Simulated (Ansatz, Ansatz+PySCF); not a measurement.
```yaml
atoms:
  - { symbol: S, position_ang: [0.0000, 0.0000, -0.8758] }
  - { symbol: S, position_ang: [0.0000, 0.0000, 0.8758] }
```

UHF on triplet S2 was run in several spherical basis sets with Ansatz (development build ahead of 0.2.0).

Problem. Rank the basis sets by the total energy that they give, lowest first, with the distance from the lowest.
A. def2-SVP
B. def2-TZVP
C. cc-pVTZ
D. cc-pVDZ
E. 6-31G(d)

Solution. C (0.00 eV), B (0.25 eV), D (1.08 eV), E (2.30 eV), A (8.07 eV).

Totals follow the description of the cores as much as that of the bonds, so this order isn't one of quality for chemistry.
